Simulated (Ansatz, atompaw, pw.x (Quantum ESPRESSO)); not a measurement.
Equation-of-state test of one PAW (atompaw) potential (Ir)

atompaw 4.2.0.5 input, output lines left out:

```
Ir 77
GGA-PBESOL scalarrelativistic loggrid 2001 logderivrange -9 5 351
6 6 5 4 0 0
6 0 1.5
6 1 0
5 2 7.5
0 0 0
c
c
c
c
v
v
c
c
c
v
v
c
c
v
c
2
2.35 1.95 1.90 2.05
n
n
y
2.3
n
custom rrkj gramschmidtortho besselshape
bessel
1.35
1.55
1.85
2.35
1.80
2.35
```

Atomic tests: cutoffs needed: 35 Ry and 60 Ry (the cutoffs (Ry, on a coarse ladder) from which the occupation-weighted sum of valence levels, in a spherical-Bessel basis at the reference potential, stays within 10 and 1 mRy of its value at 400 Ry); ghost test: no extra level below or beside the all-electron valence levels (s, p, d, f tested) (spherical-Bessel basis up to 400 Ry, 20 bohr box); lowest eigenvalue of the overlap operator: 0.13 (s channel).

Crystal test: sc Ir in pw.x 7.5, no spin, 13³ k-points, Fermi–Dirac smearing 0.01 Ry, cutoffs 75/750 Ry. The reference is all-electron LAPW (Ansatz 0.2.0) with the same functional, mesh and smearing; V0 and B0 come from Birch–Murnaghan fits to the pressures at five volumes. Errors are pseudo minus all-electron; Δ is the rms difference of the E(V) curves that follow from these fits, minima aligned, over ±6 % about the mean V0. Mesh and smearing are coarse, so the numbers serve the comparison and aren't converged zero-temperature values; the lattice is a test structure that the element need not adopt.

All-electron: a0 = 2.543 Å (V0 = 16.45 Å³/atom), B0 = 272.9 GPa.

How far does the potential miss the all-electron equation of state?

mean pressure error (GPa): +1.75; a0 (Å): 2.548; a0 error (%): +0.20; B0 error (%): +0.1; Δ (meV/atom): 5.9.

```
V (Å³/atom)  P all-electron (GPa)  P pseudo (GPa)
     15.474                 19.42           21.66
     15.881                 10.47           12.45
     16.288                  2.75            4.45
     16.695                 -3.91           -2.40
     17.102                 -9.65           -8.32
```

At the middle volume, how do free energy and pressure move when the wave cutoff is lowered (ecutrho held at 750 Ry)?

| cutoff (Ry) | shift of F (meV/atom) | shift of P (GPa) |
| --- | --- | --- |
| 34 | +138.2 | -4.55 |
| 45 | +46.7 | -1.12 |
| 60 | +7.2 | -0.23 |

The run at the middle volume (84 k-points, 11 iterations) took about 42 s on one core of a shared host (AMD EPYC 7R43 64-Core Processor, 256 threads, 1004 GiB, load 154).
